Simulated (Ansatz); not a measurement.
## Reading a saddle point

A first-order saddle point of SiH5SO, doublet, PBE0-D4/def2-TZVP, with one imaginary mode of 601i cm⁻¹:

H1  (0.135, -1.639, 0.511)
O2  (0.565, -0.652, -0.642)
Si3  (-0.185, 0.812, -0.862)
S4  (-0.308, -1.271, 1.771)
H5  (0.298, 1.856, 0.078)
H6  (-1.665, 0.719, -0.785)
H7  (0.221, 1.170, -2.252)
H8  (0.940, -0.995, 2.181)
(Å)

Ansatz 0.2.0; basis: def2-TZVPP and def2-QZVPP; cores frozen in the correlated methods; orbitals are unrestricted. Extrapolation: Hartree–Fock as exp(−7.88 √X), correlation as X^−2.97.

Which contacts change along the imaginary mode, and what lies on either side? (Judge from chemistry; the calculation decides.)

Computed: The step is SiH₄O ([OH][SiH3]) + HS → SiH₃O ([O][SiH3]) + H₂S, with the molecules in contact on both sides. Shortening one way: H1–S4; lengthening the same way: H1–O2.
| pair | one side (Å) | saddle (Å) | other side (Å) |
| --- | --- | --- | --- |
| H1–S4 | 2.41 | 1.38 | 1.34 |
| H1–O2 | 0.97 | 1.58 | 2.48 |

Which side is lower, and how far does the saddle lie above each? (Judge from chemistry; the value comes from the calculation.)

The calculation gives: The side with H1–O2 short is lower by 1.247 eV; the saddle lies 1.393 eV above it and 0.146 eV above the other (CCSD(T) at an estimated basis limit (MP2 extrapolated from triple and quadruple zeta, plus CCSD(T) − MP2 in triple zeta); electronic energies).

The T1 diagnostic stays at or below 0.031. ⟨S²⟩ of the unrestricted Hartree–Fock references: 0.76 to 0.77 (a pure state has 0.75).

Radical steps of this kind take place in plasma deposition and etching.

Labels in which every atom is bracketed show which atoms are joined, not bond orders.

For scale, one of the runs: CCSD(T)/def2-TZVPP, 185 basis functions (an equivalent command: `ansatz run in.yaml --threads 4`). Time: 120 s of wall clock on 4 CPU threads; the host was shared. Peak host memory: 4.4 GiB.
